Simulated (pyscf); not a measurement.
H₂N–Ti(OH)(OH)–OH (SMILES [NH2][Ti]([OH])([OH])[OH]) → O=Ti(OH)–OH (SMILES [O]=[Ti]([OH])[OH]) + NH₃ (SMILES N) (elimination; singlet surface; H–O, N–Ti broken, H–N formed). Single points on ωB97X-D3(BJ)/def2-SVP structures (PySCF, gas phase). Energies in kJ/mol from the reactant's lowest minimum found.

```
level                   barrier  reaction energy
----------------------  -------  ---------------
PBE/def2-TZVP              90.1           +134.1
r²SCAN/def2-TZVP            ___           +153.5
B3LYP-D3(BJ)/def2-TZVP    110.2           +152.2
PBE0-D3(BJ)/def2-TZVP     103.2           +153.4
ωB97M-D3(BJ)/def2-TZVP    110.6           +144.7
HF/def2-TZVP                ___              ___
```

Question: Complete the blanks.

Answer: 
- r²SCAN/def2-TZVP, barrier: 100.7
- HF/def2-TZVP, barrier: 166.2
- HF/def2-TZVP, reaction energy: +174.7

On the product side the descent ends in an adduct with a N–Ti contact, 166.1 kJ/mol under the separated species and 124.5 kJ/mol under the saddle at ωB97X-D3(BJ)/def2-TZVP. At PBE, r²SCAN, B3LYP-D3(BJ), PBE0-D3(BJ), ωB97M-D3(BJ)/def2-TZVP, HF the saddle lies under the separated products, which points to a path from their complex (located at ωB97X-D3(BJ) alone), and parting the products costs more than the saddle. What is counted as broken (N–Ti) persists as a longer contact in the product adduct; parting that adduct is a step of its own. At the saddle there is also a short H–Ti contact that neither side keeps. One saddle was located; it need not be the lowest between these sides.
